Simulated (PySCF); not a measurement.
tetrafluoromethane cation (CF4), SMILES FC(F)(F)F (connectivity only; charge and spin as stated), charge +1, multiplicity 2.

Coordinates come from a B3LYP-D3(BJ)/def2-SVP optimisation. The geometry has at least one imaginary mode, so it is a saddle point at that level. The spin state was assumed, not searched.

The numbers are results of PBE/def2-TZVPD (PySCF), not measurements.

Isolated molecule, no solvent.

```yaml
total_energy: -436.74475 hartree
point_group: D2d
"α spin, highest occupied and lowest empty level": -19.21 and -5.98 eV
"β spin, highest occupied and lowest empty level": -18.82 and -18.68 eV
dipole_moment_about_the_centre_of_nuclear_charge: 0.00 D
mean_static_polarisability: 27.7 bohr³ (4.10 Å³)
polarisability_principal_values: 24.5, 29.3, 29.3 bohr³
"⟨S²⟩": 0.752 (pure state 0.75)
```
